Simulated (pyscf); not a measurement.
**Hydrogen abstraction: H₂ + NH₂• → H• + NH₃**

Gas phase, doublet surface, charge 0. Bonds broken: H1–H2. Bonds formed: H2–N3. Structures and frequencies: ωB97X-D3(BJ)/def2-SVP in PySCF.

Transition state (Å):

```xyz
5

H     -0.4693    -0.0176     1.4597
H     -0.6352    -0.0707     0.5847
N     -1.2566    -0.4979    -0.5172
H     -2.2279    -0.2993    -0.2337
H     -1.1759    -1.5133    -0.3575
```

One imaginary mode, 1251i cm⁻¹; descent along it reached the two sides named.

```json
[
 {"bond": "H1–H2", "change": "breaks", "reactant side (Å)": "0.763", "saddle": "0.892", "product side": "2.9"},
 {"bond": "H2–N3", "change": "forms", "reactant side (Å)": "2.584", "saddle": "1.335", "product side": "1.021"}
]
```

Electronic energies relative to the separated reactants (kcal/mol):

```tsv
level	barrier	reaction energy	reverse barrier
ωB97X-D3(BJ)/def2-TZVP	7.9	-5.7	13.6
PBE/def2-TZVP	0.0	-8.1	8.1
r²SCAN/def2-TZVP	4.0	-2.9	6.9
B3LYP-D3(BJ)/def2-TZVP	5.2	-2.6	7.8
PBE0-D3(BJ)/def2-TZVP	4.2	-7.2	11.4
M06-2X/def2-TZVP	9.3	-6.5	15.8
ωB97M-D3(BJ)/def2-TZVP	7.5	-6.2	13.7
HF/def2-TZVP	23.2	+0.6	22.6
```

With ωB97M-D3(BJ)/def2-TZVP energies and thermal terms (ideal gas, 1 atm, RRHO with modes under 100 cm⁻¹ raised to 100, one conformer, R ln 2 for chiral ones without a mode under 150 cm⁻¹), in kcal/mol:

| T (K) | ΔH‡ | ΔG‡ | ΔH | ΔG |
|---|---|---|---|---|
| 298 | 7.9 | 15.3 | -3.4 | -2.1 |
| 600 | 7.0 | 23.2 | -3.7 | -0.6 |
| 900 | 6.9 | 31.3 | -3.6 | +0.9 |
| 1200 | 7.1 | 39.5 | -3.3 | +2.4 |

One saddle was located; it need not be the lowest between these sides. The angle at the transferred H is 156°.
